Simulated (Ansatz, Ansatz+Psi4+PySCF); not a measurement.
```xyz
3

Al    1.4787   -0.0052    0.0072
Al   -0.7052    1.2593    0.0223
Al   -0.7040   -1.2724    0.0134
```

Basis set: cc-pV(T+d)Z (spherical functions). Correlated methods keep 15 orbitals frozen. Correlation on ROHF uses semicanonical orbitals with singles. Charge 0, multiplicity 2.

Computed with Ansatz (development build ahead of 0.2.0); each method stands on the lowest determinant of its kind that the runs found.

Task: Give the atomization energy at this shape (free ground-state atoms in the same class of orbitals less the molecule, no zero-point energy) of doublet Al3 by ROHF-MP2, UHF-MP2, UHF-CCSD(T), UHF-CCSD, UHF.

Result:

```
     method  atomization energy
   ROHF-MP2             3.85 eV
    UHF-MP2             3.11 eV
UHF-CCSD(T)             3.28 eV
   UHF-CCSD             2.90 eV
        UHF             1.71 eV
```

Caution for ROHF-MP2: an unrestricted determinant lies well below. Caution for UHF-MP2, UHF-CCSD(T), UHF-CCSD: large amplitudes, a single reference is doubtful. Caution for UHF-MP2, UHF-CCSD(T), UHF-CCSD, UHF: the determinant may break the point group; the unrestricted determinant is a mixture of spin states.
